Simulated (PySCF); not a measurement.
Compound: C4H7N.
Numbering: `[C-:1]#[N+:2][CH2:3][CH2:4][CH3:5]` (hydrogens: H6, H7 on C3; H8, H9 on C4; H10, H11, H12 on C5)

The same species was optimised twice, with GFN2-xTB and with PBE0-D3(BJ)/def2-SVP (PySCF), and the same property calculations (PySCF, gas phase) were run on both structures.

```json
{"coordinate": "N2–C3 (Å)", "GFN2-xTB": "1.400", "PBE0-D3(BJ)/def2-SVP": "1.415", "change": "+0.015"}
{"coordinate": "C5–H12 (Å)", "GFN2-xTB": "1.088", "PBE0-D3(BJ)/def2-SVP": "1.102", "change": "+0.014"}
{"coordinate": "C5–H11 (Å)", "GFN2-xTB": "1.087", "PBE0-D3(BJ)/def2-SVP": "1.100", "change": "+0.013"}
{"coordinate": "C5–H10 (Å)", "GFN2-xTB": "1.088", "PBE0-D3(BJ)/def2-SVP": "1.101", "change": "+0.013"}
{"coordinate": "C1≡N2 (Å)", "GFN2-xTB": "1.162", "PBE0-D3(BJ)/def2-SVP": "1.173", "change": "+0.011"}
{"coordinate": "C4–H8 (Å)", "GFN2-xTB": "1.092", "PBE0-D3(BJ)/def2-SVP": "1.102", "change": "+0.010"}
{"coordinate": "C4–H9 (Å)", "GFN2-xTB": "1.092", "PBE0-D3(BJ)/def2-SVP": "1.102", "change": "+0.010"}
{"coordinate": "C3–H6 (Å)", "GFN2-xTB": "1.096", "PBE0-D3(BJ)/def2-SVP": "1.103", "change": "+0.007"}
{"coordinate": "C3–C4 (Å)", "GFN2-xTB": "1.532", "PBE0-D3(BJ)/def2-SVP": "1.526", "change": "-0.006"}
{"coordinate": "C3–H7 (Å)", "GFN2-xTB": "1.096", "PBE0-D3(BJ)/def2-SVP": "1.102", "change": "+0.006"}
{"coordinate": "C4–C5 (Å)", "GFN2-xTB": "1.524", "PBE0-D3(BJ)/def2-SVP": "1.519", "change": "-0.005"}
{"coordinate": "C3–C4–C5 (°)", "GFN2-xTB": "111.8", "PBE0-D3(BJ)/def2-SVP": "113.6", "change": "+1.8"}
{"coordinate": "H6–C3–H7 (°)", "GFN2-xTB": "108.8", "PBE0-D3(BJ)/def2-SVP": "107.1", "change": "-1.7"}
{"coordinate": "H8–C4–H9 (°)", "GFN2-xTB": "108.1", "PBE0-D3(BJ)/def2-SVP": "106.5", "change": "-1.6"}
{"coordinate": "N2–C3–C4 (°)", "GFN2-xTB": "111.1", "PBE0-D3(BJ)/def2-SVP": "112.4", "change": "+1.3"}
{"coordinate": "C3–C4–H8 (°)", "GFN2-xTB": "108.2", "PBE0-D3(BJ)/def2-SVP": "107.1", "change": "-1.1"}
{"coordinate": "H10–C5–H12 (°)", "GFN2-xTB": "108.5", "PBE0-D3(BJ)/def2-SVP": "107.7", "change": "-0.8"}
{"coordinate": "H10–C5–H11 (°)", "GFN2-xTB": "108.5", "PBE0-D3(BJ)/def2-SVP": "107.7", "change": "-0.8"}
{"coordinate": "C4–C5–H12 (°)", "GFN2-xTB": "110.6", "PBE0-D3(BJ)/def2-SVP": "111.3", "change": "+0.7"}
{"coordinate": "N2–C3–C4–C5 (°)", "GFN2-xTB": "-66", "PBE0-D3(BJ)/def2-SVP": "-61", "change": "+5"}
```

Rotational constants: A = 10517, B = 3482, C = 2905 MHz (GFN2-xTB) against A = 10309, B = 3462, C = 2853 MHz (PBE0-D3(BJ)/def2-SVP). Point groups within 0.08 Å: C1 and C1.

On the GFN2-xTB structure: HOMO (eV) -8.53 [PBE0/pcSseg-1]; LUMO (eV) 0.74 [PBE0/pcSseg-1]; dipole (D) 3.81 [PBE0/pcSseg-1]; GIAO shielding of C1 (ppm) 5.0 [PBE0/pcSseg-1]; GIAO shielding of N2 (ppm) 74.9 [PBE0/pcSseg-1]; GIAO shielding of C3 (ppm) 144.5 [PBE0/pcSseg-1]; GIAO shielding of C4 (ppm) 158.4 [PBE0/pcSseg-1]; GIAO shielding of C5 (ppm) 173.4 [PBE0/pcSseg-1].

What do these properties become on the PBE0-D3(BJ)/def2-SVP structure?

```csv
property,level,on GFN2-xTB,on PBE0-D3(BJ)/def2-SVP,change
HOMO (eV),PBE0/pcSseg-1,-8.53,-8.58,-0.05
LUMO (eV),PBE0/pcSseg-1,0.74,0.67,-0.07
dipole (D),PBE0/pcSseg-1,3.81,3.82,+0.01
"energy, GFN2-xTB geometry as zero (kcal/mol)",PBE0/pcSseg-1,0.0,-0.5,-0.5
GIAO shielding of C1 (ppm),PBE0/pcSseg-1,5.0,2.0,-3.0
GIAO shielding of N2 (ppm),PBE0/pcSseg-1,74.9,72.8,-2.1
GIAO shielding of C3 (ppm),PBE0/pcSseg-1,144.5,142.0,-2.5
GIAO shielding of C4 (ppm),PBE0/pcSseg-1,158.4,158.4,0.0
GIAO shielding of C5 (ppm),PBE0/pcSseg-1,173.4,172.0,-1.4
```

The heavy atoms differ by 0.028 Å rms after alignment. Among all bonds N2–C3 and C5–H12 change most and about equally (+0.014 to +0.015 Å). Changes are differences of the printed values. Neither structure is proved a minimum here.

Conformer computed: `[C-:1]#[N+:2][CH2:3][CH2:4][CH3:5]`: N2–C3–C4–C5 -61°.
